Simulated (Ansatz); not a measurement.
A nudged elastic band was laid between two geometries of AlH3O + H4Si (10 atoms, charge 0, multiplicity 1).

Method: RHF/cc-pVDZ in Ansatz.

- movable images: 5
- climbing image: yes
- spring: 5.0 eV/Å²
- optimiser: quadratic models (default)
- start path: through a guess of the saddle point
- force threshold: 0.03 eV/Å
- iteration limit: 60
- end points: relaxed

First end point:

```xyz
10
Properties=species:S:1:pos:R:3
Al -0.085 -0.764 0.206
O -0.222 -1.566 1.717
H -1.016 -1.760 2.187
H 1.374 -0.587 -0.362
H -1.390 -0.306 -0.563
Si 0.207 3.465 1.118
H 0.975 3.989 2.275
H 0.917 3.773 -0.148
H -1.151 4.065 1.098
H 0.076 1.987 1.252
```

Last end point:

```xyz
10
Properties=species:S:1:pos:R:3
Al 0.084 0.496 0.010
O -0.236 -0.416 1.855
H -1.120 -0.637 2.121
H 1.493 -0.157 -0.357
H -1.248 -0.085 -0.656
Si 0.100 2.913 0.667
H 0.955 3.148 1.880
H 0.639 3.810 -0.402
H -1.255 3.441 1.026
H 0.271 -0.217 2.634
```

Question: What changes between the two ends?

Answer: Bonds broken: Si6–H10. Bonds formed: Al1–Si6, O2–H10. AlH3O + H4Si becomes AlH7OSi.

Question: Give the energies along the band, and the barrier.

Answer: The run converged. The highest image is number 3 of 0 to 6, 2.12 eV above the first end and 1.65 eV above the last; the last end lies 0.47 eV above the first. Neighbouring images differ by up to 2.0 eV, so the band resolves the path poorly. A vibrational analysis at the climbing image gives one clearly imaginary mode, 1856i cm⁻¹: a first-order saddle point. The orbitals stay closed-shell, which can raise the energy where a bond breaks towards radicals; this wasn't checked here.

| image | path coordinate (Å) | energy (eV) | Si6–H10 (Å) | Al1–Si6 (Å) | O2–H10 (Å) |
| --- | --- | --- | --- | --- | --- |
| 0 | 0.00 | 0.00 | 1.49 | 4.34 | 3.60 |
| 1 | 1.12 | 0.00 | 1.49 | 3.90 | 3.21 |
| 2 | 2.25 | 0.13 | 1.49 | 3.39 | 2.47 |
| 3 | 3.37 | 2.12 | 1.90 | 2.80 | 1.24 |
| 4 | 4.18 | 0.88 | 2.56 | 2.55 | 0.95 |
| 5 | 4.99 | 0.48 | 3.32 | 2.50 | 0.95 |
| 6 | 5.80 | 0.47 | 3.70 | 2.50 | 0.95 |

Question: What is the geometry of the highest image?

Answer: 
```xyz
10
Properties=species:S:1:pos:R:3:forces:R:3
Al 0.151 0.090 0.080 0.00 0.00 0.00
O -0.240 -0.304 1.859 0.00 -0.01 0.01
H -1.077 -0.637 2.160 0.00 0.00 0.00
H 1.655 -0.154 -0.317 0.00 0.00 0.00
H -1.096 -0.050 -0.880 0.00 0.00 0.00
Si 0.085 2.701 1.093 0.00 0.00 0.00
H 1.208 3.250 1.904 0.00 0.00 0.00
H 0.358 3.062 -0.337 0.00 0.00 0.00
H -1.172 3.405 1.479 0.00 0.00 0.00
H -0.186 0.933 1.740 0.00 0.00 0.00
```

Run time: 3.5 min on 1 thread of Arm Neoverse V2, on a shared host, peak memory 0.15 GiB.
